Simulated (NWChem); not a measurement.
Total energies of formamide (CH₃NO)

```xyz
6

N     -0.1982    -1.0835     0.0000
C     -0.3131     0.2775     0.0000
O      0.6186     1.0642     0.0000
H      0.7326    -1.5054     0.0000
H     -1.0184    -1.6888     0.0000
H     -1.3967     0.6003     0.0000
```
Charge 0, spin multiplicity 1.

All runs are NWChem calculations. Structure: optimised with PBE/def2-SVP, a minimum by its harmonic frequencies. It is one conformer; others weren't searched.

Basis set: cc-pVTZ (132 functions).

| method | total energy (Ha) | relative cost |
|---|---|---|
| RHF | -168.99802 | 1 |
| MP2 | -169.60427 | under 3 |
| B2PLYP | -169.83582 | under 3 |
| PBE | -169.77030 | under 3 |
| B3LYP | -169.96448 | under 3 |
| LC-wPBE (omega 0.3 per bohr) | -169.82003 | 10 |

Total energies of different functionals aren't comparable as a measure of quality: only differences taken within one method are. Relative cost: rough, from shared machines, SCF included, RHF = 1.

The correlated methods keep 3 core orbitals frozen. B3LYP has NWChem's definition, with VWN1-RPA local correlation. GW and range-separated runs recompute their integrals, the others keep them in memory, which bears on the times.
